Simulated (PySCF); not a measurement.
# C3H3NO: the cost of one run

Programs: PySCF 2.14.0, with density-fitted response routines of our own. Each step states its level of theory. These are calculated values for one molecule in the gas phase, unless marked as measured. Atoms are numbered from 0 throughout.

### 1 The molecule as given

8 atoms, charge 0, multiplicity 1; geometry from: GFN2-xTB.

Bonds of the start (Å): C0–C1 1.33, C1–N2 1.37, N2–C3 1.19, C3–O4 1.16, C0–H5 1.07, C0–H6 1.08, C1–H7 1.08.

### 2 Geometry optimisation at PBE0-D3(BJ)/def2-SVP

The job: settings as JSON, then the geometry in Å.

```
{"job": {"xc": "PBE0", "basis": "def2-SVP", "d3": "d3bj", "grid": 1, "kind": "geom"}, "charge": 0, "multiplicity": 1}
C     -0.978381    -0.370519     0.814933
C     -0.633032     0.397024    -0.208440
N      0.613866     0.452421    -0.766599
C      1.736182     0.052730    -0.751153
O      2.855551    -0.200323    -0.904024
H     -1.982403    -0.355710     1.196309
H     -0.275380    -1.028849     1.296046
H     -1.327347     1.062638    -0.701638
```

Run with:

```sh
> OMP_NUM_THREADS=1 python probes_run.py task.json out
```

This one command runs all jobs of the session in turn.

**Question.** How long does this first job take on 1 thread of Arm Neoverse V2, shared host, and how much memory does it need?

About 11 s, with a peak of 0.36 GiB.
